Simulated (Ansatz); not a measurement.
# NHS+ (doublet): from Hartree-Fock to the top rungs, def2-TZVPP

An exercise on one series of results from a longer session: the logs are not shown, and one member is left open.

Program: Ansatz 0.2.0, Gaussian basis. Level of theory: def2-TZVPP, core rule «outside noble gas», up to 6 orbitals frozen. These are calculated values, not measurements.

The runs, in order: UHF; ROHF; CCSD(T) on UHF.

2 further runs of the same task are left out: 2 set aside as unsound or not needed.

**The geometry**

The geometry is a PBE0/def2-TZVP stationary point (not a proven minimum) of the parent state, kept for this charge and spin.

3 atoms, charge 1, spin multiplicity 2.

Atoms are counted from 1 here; the program's logs count them from 0.

Bond lengths: N1–S2 1.555 Å, N1–H3 1.028 Å. Angles: S2–N1–H3 109.6°.

Coordinates:

```xyz
3
charge 1, multiplicity 2
N     0.00000   -0.12756    1.04385
S     0.00000    0.03055   -0.50269
H     0.00000    0.80089    1.48609
```

The first run:

in.yaml reads:

```yaml
crystal:
  periodic: [false, false, false]
  atoms:
    - {symbol: N, position_ang: [0.000000, -0.127563, 1.043850]}
    - {symbol: S, position_ang: [0.000000, 0.030547, -0.502691]}
    - {symbol: H, position_ang: [0.000000, 0.800886, 1.486090]}
basis:
  gaussian: {orbitals: def2-TZVPP}
total_charge: 1
magnetization: {spin_polarized: true, initial_magnetization: 1}
hamiltonian: {xc: hf}
output: {orbitals: {seedname: orbitals}}
```

Command:

```console
ansatz run in.yaml --threads 1 --pin off --events-out ev --progress --plain --max-ram 4096MiB --backend cpu
```

Steps of the session up to this table: UHF; ROHF; CCSD(T) on UHF.

One table of the session follows, with a row left open; its other results are not shown here.

| method | from UCCSD(T) (meV) |
| --- | --- |
| ROHF | +10752.8 |
| UHF | +10138.1 |
| UMP2 | +1903.2 |
| UCCSD | ? |
| UCCSD(T) | 0 |

**Question.** Estimate the row for UCCSD.

The run gave: from UCCSD(T) (meV): +563.9. In the column «from UCCSD(T) (meV)» it lies between UCCSD(T) (0) and UMP2 (+1903.2).

To keep in mind: The determinant is far from a pure spin state, so its energy mixes those of several spin states (harmless only where they are near-degenerate, as at dissociation).
